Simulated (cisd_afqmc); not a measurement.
Input (AFQMC/CISD/aug-cc-pVTZ; cisd_afqmc is a phaseless AFQMC code with CISD trial states that reads the integrals written by Ansatz):

Ansatz 0.2 input:
```python
import cisd_afqmc

open("ham.yaml", "w").write("""\
crystal:
  periodic: [false, false, false]
  atoms:
    - {symbol: C, position_ang: [-0.00000000, -0.00000000, -0.73925479]}
    - {symbol: N, position_ang: [0.00000000, 0.00000000, 0.43008221]}
    - {symbol: H, position_ang: [0.00000000, 0.00000000, 1.42495321]}
basis:
  gaussian:
    orbitals: aug-cc-pVTZ
magnetization: {spin_polarized: false}
correlation: {method: ccsd, electrons: outside_noble_gas, hamiltonian_folder: ham}
""")
rep = cisd_afqmc.ansatz("ham.yaml")
e_ccsd = rep["correlation"]["coupled_cluster"]["energy"]["hartree"]
out = cisd_afqmc.run("ham", e_ccsd, trial="CISD", walkers=100, populations=8, threads=8, dt=0.005, steps=40, early=24, settle=10, least=32,
    cut=5e-5, rank_cut=2e-4, target=0.0004, seconds=1500, seed=1, memory=12960, gpu=False)
```

Output:

```
orbitals 113, occupied [5], factors 525 of 678, rank of the doubles 202 of 540
E(HF) = -92.893447
E(CCSD) on the cut factors = -93.239502, shift to the whole factors -0.000003
Energy of the trial state on the determinant = -93.239491
  tau behind 7.2 of longer steps, mean of the populations' last blocks
   2.0  -93.26021
   4.0  -93.25947
   6.0  -93.25729
   8.0  -93.25910
  10.0  -93.26351
  12.0  -93.25822
  14.0  -93.25886
  16.0  -93.25888
  18.0  -93.25831
blocks 745 (0 outliers left out), error by blocks joined: 1: 0.00024, 2: 0.00030, 4: 0.00034, 8: 0.00038, 16: 0.00040
E(AFQMC/CISD) = -93.25891 +/- 0.00040
```
